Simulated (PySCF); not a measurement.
Here is a computed PBE0-D3(BJ)/def2-SVP geometry (Å):
```
C 
C   1  1.5303
C   2  1.5213  1  112.59
C   2  1.5111  1  110.23  3  -123.47
O   4  1.1821  2  127.49  1   113.08
Cl  4  1.7996  2  112.37  1   -66.69
H   1  1.0995  2  109.63  3   -58.70
H   1  1.0983  2  111.47  3  -178.79
H   1  1.1010  2  110.73  3    60.34
H   2  1.1039  1  107.99  3   121.80
H   3  1.0992  2  111.56  1   178.58
H   3  1.0996  2  110.00  1    58.31
H   3  1.0999  2  110.81  1   -61.50
```
Z-matrix in Å and degrees, rows numbered from 1.

Charge 0, singlet.

(1) Which heavy atoms are bonded, and with what formal order?

(2) Give the structure as a SMILES string.

(3) Name the point group.

(4) Classify the heavy atoms.

(5) What is the arrangement about C2?

(6) What is the arrangement about C1?

## Answers

(1) C1–C2 (single); C2–C3 (single); C2–C4 (single); C4–O5 (double); C4–Cl6 (single). Hydrogens: H7, H8, H9 on C1; H10 on C2; H11, H12, H13 on C3.

(2) `CC(C)C(=O)Cl`, C4H7ClO.

(3) C1 (no symmetry element, even within 0.4 Å).

(4) C1/C3: methyl carbon; C2: sp3 carbon next to a carbonyl; C4: acyl halide carbon; O5: carbonyl oxygen; Cl6: chlorine bonded to C.

(5) It has 4 neighbours (C1, C3, C4, H10) and is distorted tetrahedral (angles from 105.5° to 112.6°).

(6) It has 4 neighbours (C2, H7, H8, H9) and is tetrahedral (angles from 108.0° to 111.5°).
